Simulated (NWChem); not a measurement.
# Ionisation of methanol (CH₄O)

```xyz
6

C      0.6125    -0.2314     0.0000
O     -0.6650     0.3583     0.0000
H      0.8066    -0.8558     0.8960
H      1.3548     0.5819     0.0000
H      0.8066    -0.8558    -0.8960
H     -1.3230    -0.3478     0.0000
```
Charge 0, spin multiplicity 1.

All runs are NWChem calculations. All single points use one geometry, from B3LYP/def2-SVP, a minimum by its harmonic frequencies.

Basis set: def2-TZVPD. −ε marks an orbital energy of the parent.

B3LYP has NWChem's definition, with VWN1-RPA local correlation.

### Question
Order these methods by the first vertical ionisation energy they give, lowest first: −ε(HOMO) of B3LYP, −ε(HOMO) of HF, −ε(HOMO) of PBE, −ε(HOMO) of r2SCAN.

### Answer
−ε(HOMO) of PBE (6.31 eV), −ε(HOMO) of r2SCAN (6.64 eV), −ε(HOMO) of B3LYP (7.76 eV), −ε(HOMO) of HF (12.24 eV)
